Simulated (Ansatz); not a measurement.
`NBCl` + F• → `N[B]Cl`• + H–F at 500 K and 1 bar (hydrogen abstraction from a B–H bond).

Isolated molecules relaxed with PBE0-D4/def2-TZVP in Ansatz; ΔE leaves out vibrations. CBS: MP2 limit from def2 TZ/QZ plus the TZ coupled-cluster correction, frozen cores. This one scheme is used for every species, atoms too. No spin–orbit coupling; open shells (•) take unrestricted orbitals. Spin–orbit coupling would lower the free atoms: a little for F. One conformer a species, not always the lowest.

```tsv
species	CCSD(T)/CBS energy (Eh)	H − E (kJ/mol)	S (J/(mol·K))
`NBCl`	-541.16722	135.0	303.4
F•	-99.66871	10.4	171.2
`N[B]Cl`•	-540.48772	105.1	303.7
H–F	-100.39570	39.4	188.7
```

H − E and S are ideal-gas, rigid-rotor, harmonic terms from PBE0-D4/def2-TZVP, for one conformer and one mirror image of each species, with the whole ground term of open shells counted as degenerate. 1 Eh = 2625.50 kJ/mol, R = 8.31446 J/(mol·K).

**Question.** By hand: ΔE, ΔH, ΔS and ΔG.

**Answer.** ΔE = (-540.48772) + (-100.39570) − (-541.16722) − (-99.66871) = -0.04749 Eh = -124.7 kJ/mol. Δ(H − E) = 105.1 + 39.4 − 135.0 − 10.4 = -0.9, so ΔH = -125.6 kJ/mol. ΔS = 303.7 + 188.7 − 303.4 − 171.2 = 17.8 J/(mol·K). ΔG = -125.6 − 500 × (17.8)/1000 = -134.5 kJ/mol.

**Question.** By hand: the equilibrium constant, and the temperature at which ΔG would vanish if ΔH and ΔS stayed fixed.

**Answer.** log₁₀ K = −ΔG/(RT ln 10) = 14.1. ΔH and −TΔS have one sign here, so there is no such temperature.

ΔH outweighs TΔS. A doubt of 5 kJ/mol in ΔE shifts log₁₀ K by 0.5 here. Other conformers and mirror images would add mixing entropy, several J/(mol·K) or more a flexible species. These are equilibria of isolated gas molecules and say nothing of rates. Largest T1 diagnostic: 0.014 (customary marks: 0.02 for closed shells, 0.045 for open ones).
